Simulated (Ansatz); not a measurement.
**CH5 (doublet): from Hartree-Fock to the top rungs at distance H1–H2 along a hydrogen transfer = 0.977 Å, cc-pVTZ**

One table from this session's results is given with a row withheld; the runs are named, their logs left out.

Program: Ansatz 0.2.0, Gaussian basis. Level of theory: cc-pVTZ, core rule «outside noble gas», up to 1 orbitals frozen. These are calculated values, not measurements.

Plan: UHF; CCSD(T) on ROHF; CCSD(T) on UHF; BCCD(T) on ROHF; CISD; CCSDT(Q) on ROHF; CCSDT(Q) on UHF; CASSCF and NEVPT2, 3 electrons in 3 orbitals; CASSCF and NEVPT2, 9 electrons in 9 orbitals.

## The system

The geometry derives from fragments relaxed apart (PBE0/def2-TZVP) and kept rigid, so it is no stationary point. A hydrogen atom is moved between rigid fragments.

6 atoms, charge 0, spin multiplicity 2.

Atoms are counted from 1 here; the program's logs count them from 0.

Bond lengths: H2–C3 1.090 Å, C3–H4 1.080 Å, C3–H5 1.080 Å, C3–H6 1.080 Å. Angles: H2–C3–H4 90.0°, H2–C3–H5 90.0°, H2–C3–H6 90.0°, H4–C3–H5 120.0°, H4–C3–H6 120.0°, H5–C3–H6 120.0°.

Set-up of the first run:

The input, in.yaml:

```yaml
crystal:
  periodic: [false, false, false]
  atoms:
    - {symbol: H, position_ang: [-1.880373, 0.000000, 0.000000]}
    - {symbol: H, position_ang: [-0.903373, 0.000000, 0.000000]}
    - {symbol: C, position_ang: [0.186627, 0.000000, 0.000000]}
    - {symbol: H, position_ang: [0.186627, -1.080023, 0.000000]}
    - {symbol: H, position_ang: [0.186627, 0.540011, 0.935327]}
    - {symbol: H, position_ang: [0.186627, 0.540012, -0.935327]}
basis:
  gaussian: {orbitals: cc-pVTZ}
magnetization: {spin_polarized: true, initial_magnetization: 1}
hamiltonian: {xc: hf}
output: {orbitals: {seedname: orbitals}}
```

The run is started by

```bash
> ansatz run in.yaml --threads 1 --pin off --events-out ev --progress --plain --max-ram 2816MiB --backend cpu
```

Steps of the session up to this table: UHF; CCSD(T) on ROHF; CCSD(T) on UHF; BCCD(T) on ROHF; CISD; CCSDT(Q) on ROHF; CCSDT(Q) on UHF; CASSCF and NEVPT2, 3 electrons in 3 orbitals; CASSCF and NEVPT2, 9 electrons in 9 orbitals.

One of the session's tables, all rows but one given; the rest of the session is left out.

```
        method  from UCCSDT(Q) (kJ/mol)
          ROHF                   +658.6
           UHF                   +641.0
          RMP2                    +78.3
          UMP2                    +81.8
          CISD                    +55.3
         RCCSD                    +22.0
         UCCSD                    +21.5
      RCCSD(T)                     +1.9
      UCCSD(T)                     +2.0
       BCCD(T)                     +1.9
        RCCSDT                        ?
        UCCSDT                     +0.6
     RCCSDT(Q)                      0.0
     UCCSDT(Q)                        0
   CASSCF pair                   +605.8
   NEVPT2 pair                    +80.2
CASSCF valence                   +424.7
NEVPT2 valence                    +93.3
```

Q: Estimate the row for RCCSDT from the others.

The run gave: from UCCSDT(Q) (kJ/mol): +0.7. In the column «from UCCSDT(Q) (kJ/mol)» it lies between UCCSDT (+0.6) and RCCSD(T) (+1.9).

To keep in mind: Restricted and unrestricted rows rest on different reference determinants; where their highest levels disagree by more than a few hundredths of an eV, they describe different states and don't form one ladder.
